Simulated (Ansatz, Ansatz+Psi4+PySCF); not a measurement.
```xyz
2

Cl    0.0000    0.0000    1.2090
Cl    0.0000    0.0000   -1.2090
```

Basis set: cc-pV(T+d)Z (spherical functions). Left uncorrelated: 10 orbitals. Charge 0, multiplicity 1.

Computed with Ansatz (development build ahead of 0.2.0); each method stands on the lowest determinant of its kind that the runs found. Restricted open shells among the atoms or ions are ROHF, correlated in semicanonical orbitals with singles.

Task: Give the atomization energy at this shape (free ground-state atoms in the same class of orbitals less the molecule, no zero-point energy) of singlet Cl₂ by RHF-CCSD(T), RHF-CCSD, RHF-MP2.

Result:

```json
{"method": "RHF-CCSD(T)", "atomization energy": "1.46 eV"}
{"method": "RHF-CCSD", "atomization energy": "1.19 eV"}
{"method": "RHF-MP2", "atomization energy": "1.39 eV"}
```

Caution: stretched shape with no unrestricted run beside it, a lower state can exist; the shape is not the minimum; unrestricted orbitals would lower the determinant.
